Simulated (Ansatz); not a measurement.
**A Ansatz job on triplet BH2**

Aim: a single-point energy of BH2.

The results are computed with Ansatz 0.2.0.

8 further runs of the same task are left out: 2 for a known fault of the program, 1 that didn't finish, 5 set aside as unsound or not needed. Runs told in other sessions of the task aren't counted.

## 1. The structure to begin with

BH2: 3 atoms, total charge 0, spin state triplet. As SMILES of the parent species, `[BH2]`. Geometry: relaxed at PBE0-D4/def2-TZVP. That shape belongs to the parent species and isn't relaxed for this state.

Bond lengths: B1–H2 1.191 Å, B1–H3 1.191 Å. Angles: H2–B1–H3 129.4°.

## 2. The run

input.yaml

```yaml
crystal:
  periodic: [false, false, false]
  atoms:
    - {symbol: B, position_ang: [0.265070, -0.167660, 0.129730]}
    - {symbol: H, position_ang: [0.292070, 1.014920, 0.270850]}
    - {symbol: H, position_ang: [-0.557150, -0.847260, -0.400590]}
basis:
  gaussian:
    orbitals: def2-SVP
    fitting:
      mean_field: def2-universal-jkfit
    nuclear_model: gaussian
    point_charges: [{charge: -0.5, position_ang: [-3.5775, 2.3413, -1.7661]}]
magnetization:
  spin_polarized: false
  initial_magnetization: 2
hamiltonian:
  pseudopotentials:
    relativity: scalar
correlation:
  method: fic_nevpt4_sd
  active_space:
    window: {electrons: 3, orbitals: 3}
    shells: [{species: B, l: p, shell: 2}]
  electrons: outside_noble_gas
accuracy: high
scf:
  omitted_lower_state_checks: [orbital_swaps, stability]
```

The run is started by

```sh
ansatz run input.yaml --threads 1 --pin off --max-ram 3480MiB --events-out events.jsonl --progress --plain --runs-dir runs
```

The log of the run:

```text
Error: a molecule whose nuclei and cores have a total charge of 7 cannot have a net charge of 0 together with 2 unpaired electrons
```

It took 0.02 s on 1 thread of Arm Neoverse V2, shared host.

## 3. Diagnosis

The program refused the input.

The telling line is `Error: a molecule whose nuclei and cores have a total charge of 7 cannot have a net charge of 0 together with 2 unpaired electrons`. Cause: the electron count doesn't fit the spin or reference typed: an even count needs an odd multiplicity, an odd count an even one. To mend it: multiplicity 2 in place of 3.
